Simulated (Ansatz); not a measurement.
Input file:

```yaml
crystal:
  periodic: [false, false, false]
  atoms:
    - {symbol: B, position_ang: [-0.127664, 0.016171, 0.121456]}
    - {symbol: H, position_ang: [0.298646, 0.555249, -0.959483]}
    - {symbol: H, position_ang: [0.596715, 0.016115, 1.061026]}
    - {symbol: H, position_ang: [0.473945, -0.744817, -1.404265]}
basis:
  gaussian: {orbitals: cc-pVDZ}
magnetization: {spin_polarized: false, initial_magnetization: 2}
hamiltonian: {xc: pbe0}
correlation: {active_space: {window: {electrons: 4, orbitals: 4}}}
scf: {lower_state_search: full}
```

```sh
$ ansatz run in.yaml --threads 1 --pin off --events-out ev --progress --plain --max-ram 2393MiB
```

Task: One thing in this input was set wrong on purpose, beside settings that are merely unusual. What is the gravest fault, and what does the program do?

Result: Active space on a functional. How the run ends: refused.
```
Error: invalid value for `correlation.active_space`: it starts from restricted Hartree–Fock orbitals; set hamiltonian.xc: hf without magnetization.spin_polarized
```
